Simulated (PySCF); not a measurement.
**C₂: bond curves at several levels of theory**

An exercise on one series of results from a longer session: the logs are not shown, and one member is left open.

The runs use PySCF 2.14.0; C def2-TZVPP, no relativity.

Set-up of the first run:

A driver script around PySCF takes these settings:

```json
{
  "atoms": "C, C",
  "charge": "0",
  "basis": "C def2-TZVPP",
  "Hamiltonian": "no relativity",
  "basis functions": "62",
  "electrons treated": "12",
  "masses in u": "12.0000, 12.0000",
  "levels": "PBE0, PBE, r²SCAN, B3LYP, M06-L, BP86, revPBE, ωB97X-V, HF, MP2, SCS-MP2, CCSD, CCSD(T)",
  "grid": "80 radial by 434 angular points",
  "occupations": "held fixed by the projection of orbital angular momentum",
  "dissociation limit": "C + C, each in its ground configuration",
  "starting distance in angstrom": "1.420",
  "values of 2S to try": "0, 2, 4"
}
```

Run with:

```
$ OMP_NUM_THREADS=1 python dia.py task.json out
```

Steps of the session up to this table: The job; The PBE0 curve of the state that the search chose; Excited determinants; PBE; r²SCAN (meta-GGA); B3LYP; M06-L (meta-GGA); BP86; revPBE (GGA); ωB97X-V; UHF; Correlated methods on the Hartree–Fock reference.

One table of the session follows, with a row left open; its other results are not shown here.

It belongs to the step «The curves together». Energy (eV) from each level's lowest point:

| R (Å) | UHF | UHF-MP2 | UHF-SCS-MP2 | UHF-CCSD | UHF-CCSD(T) |
| --- | --- | --- | --- | --- | --- |
| 1.121 | 1.350 | 1.722 | 1.693 | n/a | n/a |
| 1.174 | 0.558 | 0.820 | 0.798 | 0.774 | 0.836 |
| 1.226 | 0.137 | 0.291 | 0.277 | 0.265 | 0.302 |
| 1.265 | 0.006 | 0.083 | 0.075 | 0.070 | 0.089 |
| 1.304 | 0.000 | 0.000 | 0.000 | 0.000 | 0.000 |
| 1.343 | 0.092 | 0.017 | 0.026 | 0.029 | 0.010 |
| 1.395 | 0.331 | 0.160 | 0.180 | 0.187 | 0.142 |
| 1.460 | ? | ? | ? | ? | ? |
| 1.539 | 1.405 | 0.974 | 1.034 | 1.039 | 0.921 |
| 1.643 | 2.359 | 1.727 | 1.825 | n/a | n/a |

Q: Estimate the row for R (Å) = 1.460 from the others.

Worked estimate for «UHF». A straight line through the neighbours (1.395, 0.331) and (1.539, 1.405) gives 0.331 + (1.405 − 0.331) × (1.460 − 1.395) / (1.539 − 1.395) = 0.816; a parabola fitted to 4 rows on both sides gives 0.776.

As computed: UHF: 0.764; UHF-MP2: 0.475; UHF-SCS-MP2: 0.512; UHF-CCSD: 0.518; UHF-CCSD(T): 0.440. In «UHF» the line misses by +0.052 and the parabola by +0.012.
